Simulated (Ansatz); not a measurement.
```yaml
crystal:
  periodic: [false, false, false]
  atoms:
    - {symbol: C, position_ang: [-0.900193, -0.877067, -0.291410]}
    - {symbol: C, position_ang: [-0.013838, 0.033418, 0.521907]}
    - {symbol: C, position_ang: [1.423597, 0.380248, 0.060652]}
    - {symbol: C, position_ang: [0.522661, 1.288409, -0.000512]}
    - {symbol: F, position_ang: [0.206462, 2.518514, -0.320473]}
    - {symbol: H, position_ang: [-1.957217, -0.653700, -0.120108]}
    - {symbol: H, position_ang: [-0.697244, -0.765536, -1.359221]}
    - {symbol: H, position_ang: [-0.738133, -1.923943, -0.019877]}
    - {symbol: H, position_ang: [-0.181685, -0.046384, 1.600471]}
    - {symbol: H, position_ang: [2.418689, -0.005157, -0.068629]}
basis:
  gaussian: {orbitals: ANO-RCC-VTZP}
hamiltonian: {xc: {name: wB97M-V}, dispersion: rvv10}
accuracy: high
scf: {lower_state_search: light}
```

```sh
$ ansatz run in.yaml --threads 2 --pin off --events-out ev --progress --plain --max-ram 4352MiB
```

How does Ansatz answer? (Best estimate.)

The calculation gave: The input was rejected before any iteration.
```
Error: invalid value for `hamiltonian.dispersion`: this functional's text states its nonlocal part
```
